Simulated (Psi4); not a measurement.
# triplet C2H4Si at 3 levels

Wanted: a comparison of 3 runs (UHF/6-311+G**, UMP2/6-311+G**, UCCSD/6-311+G**) of triplet C2H4Si. 

The calculation is run with Psi4 1.11.

## Step 1: The molecule

The species is C2H4Si (7 atoms), meant as a triplet with charge 0. As SMILES of the parent species, `C#C[SiH3]`. The coordinates come from a PBE0-D4/def2-TZVP relaxation. That shape belongs to the parent species and isn't relaxed for this state.

Bond lengths: C1–C2 1.206 Å, C2–Si3 1.823 Å, C1–H4 1.066 Å, Si3–H5 1.483 Å, Si3–H6 1.483 Å, Si3–H7 1.483 Å. Angles: C1–C2–Si3 180.0°, C2–C1–H4 180.0°, C2–Si3–H5 109.3°, C2–Si3–H6 109.3°, C2–Si3–H7 109.3°, H5–Si3–H6 109.6°, H5–Si3–H7 109.6°, H6–Si3–H7 109.6°.

## Step 2: The energy at UHF/6-311+G(d,p) (run 1)

Input file c2h4si.dat:

```
memory 1600 mb

molecule mol {
  0 3
  C     -0.580700    -1.871400     0.172200
  C     -0.218500    -0.726500     0.062400
  Si     0.329800     1.004300    -0.103800
  H     -0.901000    -2.883500     0.269300
  H     -0.094500     1.528300    -1.425000
  H     -0.281700     1.818100     0.974900
  H      1.807900     1.062900     0.004400
  symmetry c1
  no_reorient
  no_com
}

set {
  basis         6-311+G**
  reference     uhf
  puream        true
  e_convergence 1e-09
  d_convergence 1e-08
  scf_type      pk
  maxiter       200
}

e, wfn = energy("hf", return_wfn=True)
oeprop(wfn, "QUADRUPOLE", "MULLIKEN_CHARGES", "MAYER_INDICES")
```

Launch:

```sh
$ psi4 -i c2h4si.dat -o c2h4si.out -n 1
```

c2h4si.out:

```text
[...]
  Running in c1 symmetry.
[...]
  Nuclear repulsion =   83.047890735857266
[...]
  Multiplicity = 3
[...]
  Nalpha       = 16
  Nbeta        = 14
[...]
    Number of basis functions: 98
[...]
   @UHF iter   1:  -366.49842779760837   -5.86529e-01   5.23862e-03 ADIIS/DIIS
[...]
   @UHF iter  20:  -366.79660134599038   -1.02318e-11   6.68318e-09 DIIS
[...]
   @S^2 Observed:                2.017868492E+00
[...]
  @UHF Final Energy:  -366.79660134599038
   => Energetics <=
    Nuclear Repulsion Energy =             83.0478907358572656
    One-Electron Energy =                -669.5623523530517787
    Two-Electron Energy =                 219.7178602712040743
    Total Energy =                       -366.7966013459903820
  UHF NO Occupations:
  HONO-2 :   14  A 1.9953758
  HONO-1 :   15  A 1.0000000
[...]
 Multipole Moments:
 ------------------------------------------------------------------------------------
     Multipole            Electronic (a.u.)      Nuclear  (a.u.)        Total (a.u.)
 ------------------------------------------------------------------------------------
 L = 1.  Multiply by 2.5417464519 to convert [e a0] to [Debye]
 Dipole X            :         -0.7645520            0.6665064           -0.0980456
 Dipole Y            :         -0.2813216           -0.0026456           -0.2839672
 Dipole Z            :          0.4622384           -0.4195192            0.0427192
 Magnitude           :                                                    0.3034391
 L = 2.  Multiply by 1.3450342976 to convert [e a0^2] to [Debye ang]
 Quadrupole XX       :        -49.6313596           28.5723381          -21.0590216
 Quadrupole XY       :        -55.9303243           57.0402422            1.1099180
[...]
  Mulliken Charges: (a.u.)
   Center  Symbol    Alpha    Beta     Spin     Total
       1     C     3.73278  2.50536  1.22742 -0.23814
       2     C     3.55934  2.66901  0.89033 -0.22835
       3    SI     6.54112  6.62468 -0.08356  0.83421
       4     H     0.34596  0.45947 -0.11351  0.19457
       5     H     0.61996  0.57128  0.04868 -0.19123
       6     H     0.58625  0.59507 -0.00882 -0.18132
       7     H     0.61460  0.57514  0.03946 -0.18973
   Total alpha = 16.00000, Total beta = 14.00000, Total charge = -0.00000
  Mayer Bond Indices:
[...]
```

Wall time 4.5 s (1 thread of Intel Xeon 6975P-C (Granite Rapids), shared host); peak memory 0.37 GiB.

## Step 3: A single-point energy at UMP2/6-311+G(d,p) (run 2)

Input file calc.dat:

```
memory 1600 mb

molecule m {
  0 3
  C     -0.580700    -1.871400     0.172200
  C     -0.218500    -0.726500     0.062400
  Si     0.329800     1.004300    -0.103800
  H     -0.901000    -2.883500     0.269300
  H     -0.094500     1.528300    -1.425000
  H     -0.281700     1.818100     0.974900
  H      1.807900     1.062900     0.004400
  symmetry c1
  no_reorient
  no_com
}

set {
  reference uhf
  puream true
  e_convergence 1e-09
  d_convergence 1e-08
  scf_type pk
  num_frozen_docc 7
  mp2_type conv
  maxiter 200
}

energy_value, wavefunction = energy('mp2/6-311+G**', return_wfn=True)
print_variables()
```

Launch:

```sh
$ psi4 -i calc.dat -o calc.out -n 1
```

calc.out:

```text
[...]
  Running in c1 symmetry.
[...]
  Nuclear repulsion =   83.047890735857266
[...]
  Multiplicity = 3
[...]
  Nalpha       = 16
  Nbeta        = 14
[...]
    Number of basis functions: 98
[...]
   @UHF iter   1:  -366.49842779760837   -5.86529e-01   5.23862e-03 DIIS/ADIIS
[...]
   @UHF iter  20:  -366.79660134599038   -1.02318e-11   6.68318e-09 DIIS
[...]
   @S^2 Observed:                2.017868492E+00
[...]
    Orbital Energies [Eh]
    ---------------------
    Alpha Occupied:
       1A    -68.788832     2A    -11.261846     3A    -11.248852
       4A     -6.133374     5A     -4.240898     6A     -4.240540
       7A     -4.240371     8A     -1.111313     9A     -0.809155
      10A     -0.727034    11A     -0.581002    12A     -0.577137
      13A     -0.502037    14A     -0.486019    15A     -0.438859
      16A     -0.225140
    Alpha Virtual:
      17A      0.050147    18A      0.068729    19A      0.080212
      20A      0.080648    21A      0.081341    22A      0.103025
      23A      0.130149    24A      0.144525    25A      0.165819
[...]
  @UHF Final Energy:  -366.79660134599038
   => Energetics <=
    Nuclear Repulsion Energy =             83.0478907358572656
    One-Electron Energy =                -669.5623523530517787
    Two-Electron Energy =                 219.7178602712040743
    Total Energy =                       -366.7966013459903820
  UHF NO Occupations:
  HONO-2 :   14  A 1.9953758
  HONO-1 :   15  A 1.0000000
[...]
 Multipole Moments:
 ------------------------------------------------------------------------------------
     Multipole            Electronic (a.u.)      Nuclear  (a.u.)        Total (a.u.)
 ------------------------------------------------------------------------------------
 L = 1.  Multiply by 2.5417464519 to convert [e a0] to [Debye]
 Dipole X            :         -0.7645520            0.6665064           -0.0980456
 Dipole Y            :         -0.2813216           -0.0026456           -0.2839672
 Dipole Z            :          0.4622384           -0.4195192            0.0427192
 Magnitude           :                                                    0.3034391
[...]
	SCS-MP2 Total Energy (a.u.)        :  -367.11817919833004
	SOS-MP2 Total Energy (a.u.)        :  -367.09604729598578
	SCSN-MP2 Total Energy (a.u.)       :  -366.91345779036806
[...]
	SOS-PI-MP2 Total Energy (a.u.)     :  -367.14595495431831
[...]
	MP2 Total Energy (a.u.)            :  -367.11253534468597
[...]
```

Wall time 8.1 s (1 thread of Intel Xeon 6975P-C (Granite Rapids), shared host); peak memory 0.56 GiB.

## Step 4: The energy at UCCSD/6-311+G(d,p) (run 3)

Input file c2h4si.json:

```json
{
 "schema_name": "qcschema_input",
 "schema_version": 1,
 "molecule": {
  "schema_name": "qcschema_molecule",
  "schema_version": 2,
  "symbols": ["C", "C", "Si", "H", "H", "H", "H"],
  "geometry": [-1.09736396, -3.53643347, 0.32541084, -0.41290516, -1.37288603, 0.11791891, 0.62323168, 1.89785195, -0.19615357, -1.70264324, -5.44902528, 0.50890325, -0.17857912, 2.88806844, -2.69285973, -0.53233585, 3.43571107, 1.842294, 3.41643586, 2.0085899, 0.00831479],
  "molecular_charge": 0,
  "molecular_multiplicity": 3,
  "fix_symmetry": "c1",
  "fix_com": true,
  "fix_orientation": true
 },
 "driver": "energy",
 "model": {
  "method": "ccsd",
  "basis": "6-311+G**"
 },
 "keywords": {
  "reference": "uhf",
  "puream": true,
  "e_convergence": 1e-09,
  "d_convergence": 1e-08,
  "scf_type": "pk",
  "num_frozen_docc": 7,
  "maxiter": 200
 }
}
```

Launch:

```sh
$ psi4 --qcschema c2h4si.json -n 1 --memory 1600MB
```

stdout:

```text
[...]
  Running in c1 symmetry.
[...]
  Nuclear repulsion =   83.047890723121355
[...]
  Multiplicity = 3
[...]
  Nalpha       = 16
  Nbeta        = 14
[...]
    Number of basis functions: 98
[...]
   @UHF iter   1:  -366.49654320312226   -5.84645e-01   5.23736e-03 DIIS/ADIIS
[...]
   @UHF iter  20:  -366.79660139164588   -1.71099e-11   8.79476e-09 DIIS
[...]
   @S^2 Observed:                2.017867819E+00
[...]
    Orbital Energies [Eh]
    ---------------------
    Alpha Occupied:
       1A    -68.788832     2A    -11.261846     3A    -11.248853
       4A     -6.133374     5A     -4.240897     6A     -4.240542
       7A     -4.240369     8A     -1.111313     9A     -0.809155
      10A     -0.727034    11A     -0.581005    12A     -0.577133
      13A     -0.502039    14A     -0.486016    15A     -0.438860
      16A     -0.225140
    Alpha Virtual:
      17A      0.050147    18A      0.068729    19A      0.080212
      20A      0.080649    21A      0.081341    22A      0.103025
      23A      0.130149    24A      0.144525    25A      0.165819
[...]
  @UHF Final Energy:  -366.79660139164588
   => Energetics <=
    Nuclear Repulsion Energy =             83.0478907231213554
    One-Electron Energy =                -669.5623526759449078
    Two-Electron Energy =                 219.7178605611777016
    Total Energy =                       -366.7966013916458792
  UHF NO Occupations:
  HONO-2 :   14  A 1.9953758
  HONO-1 :   15  A 1.0000000
[...]
 Multipole Moments:
 ------------------------------------------------------------------------------------
     Multipole            Electronic (a.u.)      Nuclear  (a.u.)        Total (a.u.)
 ------------------------------------------------------------------------------------
 L = 1.  Multiply by 2.5417464519 to convert [e a0] to [Debye]
 Dipole X            :         -0.7632239            0.6665064           -0.0967174
 Dipole Y            :         -0.2816836           -0.0026456           -0.2843292
 Dipole Z            :          0.4628939           -0.4195192            0.0433748
 Magnitude           :                                                    0.3034448
[...]
      * MP2 total energy                      = -367.112535392695065
[...]
      * CCSD total energy                     = -367.162798760451778
[...]
```

The result, in JSON:

```text
{
 "driver": "energy",
 "model": {
  "method": "ccsd",
  "basis": "6-311+G**"
 },
 "success": true,
 "return_result": -367.1627987604518,
 "properties": {
  "calcinfo_nbasis": 98,
  "calcinfo_nmo": 98,
  "calcinfo_nalpha": 16,
  "calcinfo_nbeta": 14,
  "calcinfo_natom": 7,
  "nuclear_repulsion_energy": 83.04789072312136,
  "return_energy": -367.1627987604518,
  "scf_one_electron_energy": -669.5623526759449,
  "scf_two_electron_energy": 219.7178605611777,
  "scf_dipole_moment": [-0.09671742247986415, -0.28432921289348156, 0.04337477592959216],
  "scf_total_energy": -366.7966013916459,
  "scf_iterations": 20,
  "mp2_same_spin_correlation_energy": -0.06639570097047998,
  "mp2_opposite_spin_correlation_energy": -0.2495383000720673,
  "mp2_singles_energy": -1.7592853370497065e-24,
  "mp2_doubles_energy": -0.31593400104254726,
  "mp2_correlation_energy": -0.31593400104254726,
  "mp2_total_energy": -367.11253539269507,
  "ccsd_same_spin_correlation_energy": -0.06539944214490112,
  "ccsd_opposite_spin_correlation_energy": -0.30079792665433436,
  "ccsd_singles_energy": 2.639572004325429e-15,
  "ccsd_doubles_energy": -0.3661973687992355,
  "ccsd_correlation_energy": -0.3661973687992328,
  "ccsd_total_energy": -367.1627987604518,
  "ccsd_iterations": 25
 }
}
```

Wall time 64 s (1 thread of Intel Xeon 6975P-C (Granite Rapids), shared host); peak memory 0.97 GiB.

## Step 5: Overview of the runs

```csv
run,level,frozen core orbitals,mp2 type,energy (Eh),HOMO energy (eV),LUMO energy (eV),⟨S²⟩,wall time
1,UHF/6-311+G**,0,–,-366.796601,-6.13,0.00,2.018,4.5 s
2,UMP2/6-311+G**,7,conv,-367.112535,-6.13,0.00,2.018,8.1 s
3,UCCSD/6-311+G**,7,–,-367.162799,-6.13,0.00,2.018,64 s
```

## Step 6: What came out

```
                                                         quantity          value
                                              run 3: total energy  -367.16280 Eh
run 3: HOMO energy (Hartree–Fock orbitals) (highest over α and β)       -6.13 eV
 run 3: LUMO energy (Hartree–Fock orbitals) (lowest over α and β)        0.00 eV
               run 3: correlation energy (7 core orbitals frozen)     -366.2 mEh
                         run 3: ⟨S²⟩ of the reference determinant          2.018
                                             run 3: T1 diagnostic          0.022
```

**Reading.** Below the UHF energy at the same shape and in the same basis (6-311+G**): UMP2 -315.9 mEh; UCCSD -366.2 mEh. All runs together took 77 s, the longest 64 s.
